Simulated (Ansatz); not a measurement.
[H···H···O], triplet: transfer scan

Starting geometry:

```xyz
3

H     0.0000    0.0000   -0.9037
H     0.0000    0.0000   -0.1587
O     0.0000    0.0000    1.0623
```

From there H2 is moved from one fragment to the other while all else, the fragments' distance too, stays fixed; atoms are numbered as listed. Energies are in kJ/mol, counted from the starting geometry at the same level. Kohn–Sham curves are unrestricted where that lies lower.

Basis cc-pVTZ; Ansatz 0.2.0. Correlated methods freeze the noble-gas cores. Prefix R: restricted or restricted open-shell reference; prefix U: unrestricted.

Full CI isn't at hand for all of this; UCCSDT(Q) serves as the reference, and is uncertain by about the last step of the cluster series.

```json
{"distance H1-H2 (Å)": "0.693", "RPA-PBE": "8.9"}
{"distance H1-H2 (Å)": "0.745", "RPA-PBE": "0.0"}
{"distance H1-H2 (Å)": "0.778", "RPA-PBE": "-2.9"}
{"distance H1-H2 (Å)": "0.811", "RPA-PBE": "-4.5"}
{"distance H1-H2 (Å)": "0.844", "RPA-PBE": "-5.4"}
{"distance H1-H2 (Å)": "0.877", "RPA-PBE": "-5.8"}
{"distance H1-H2 (Å)": "0.910", "RPA-PBE": "-5.6"}
{"distance H1-H2 (Å)": "0.943", "RPA-PBE": "-4.5"}
{"distance H1-H2 (Å)": "0.976", "RPA-PBE": "-1.7"}
```

Question: Estimate the UCCSDT(Q) curve in cc-pVTZ from this one, knowing how RPA-PBE errs.

Answer: The computed UCCSDT(Q) values, in kJ/mol from the starting point, and the error of RPA-PBE against them:
```json
{"distance H1-H2 (Å)": "0.693", "UCCSDT(Q)": "7.3", "RPA-PBE less UCCSDT(Q)": "1.6"}
{"distance H1-H2 (Å)": "0.745", "UCCSDT(Q)": "0.0", "RPA-PBE less UCCSDT(Q)": "0.0"}
{"distance H1-H2 (Å)": "0.778", "UCCSDT(Q)": "-2.3", "RPA-PBE less UCCSDT(Q)": "-0.5"}
{"distance H1-H2 (Å)": "0.811", "UCCSDT(Q)": "-4.0", "RPA-PBE less UCCSDT(Q)": "-0.5"}
{"distance H1-H2 (Å)": "0.844", "UCCSDT(Q)": "-5.4", "RPA-PBE less UCCSDT(Q)": "0.0"}
{"distance H1-H2 (Å)": "0.877", "UCCSDT(Q)": "-6.9", "RPA-PBE less UCCSDT(Q)": "1.1"}
{"distance H1-H2 (Å)": "0.910", "UCCSDT(Q)": "-8.2", "RPA-PBE less UCCSDT(Q)": "2.6"}
{"distance H1-H2 (Å)": "0.943", "UCCSDT(Q)": "-8.8", "RPA-PBE less UCCSDT(Q)": "4.3"}
{"distance H1-H2 (Å)": "0.976", "UCCSDT(Q)": "-7.8", "RPA-PBE less UCCSDT(Q)": "6.1"}
```

The error spans 6.7 kJ/mol and is largest, 6.1 kJ/mol, at 0.976 Å.
